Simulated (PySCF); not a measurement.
PySCF input:

```python
from pyscf import gto, scf, mp, cc as ccmod

mol = gto.M(
    atom='''
    S     0.00184013    0.00030176    0.10309296
    H    -0.00752722    0.96781232   -0.82771199
    H    -0.02191490   -0.97264043   -0.82177540
    ''',
    basis='cc-pvdz',
    charge=0,
    spin=0,
    verbose=4,
)

mf = scf.RHF(mol)
mf.conv_tol = 1e-10
mf.max_cycle = 100
mf.kernel()
mp2 = mp.MP2(mf, frozen=5).run()
cc = ccmod.CCSD(mf, frozen=5)
cc.max_cycle = 100
cc.kernel()
et = cc.ccsd_t()
print(f'E(CCSD(T)) = {cc.e_tot + et:.9f}')
```

Q: Which total energy does the run end on?

A: -398.86504 Eh (CCSD(T)/cc-pVDZ).
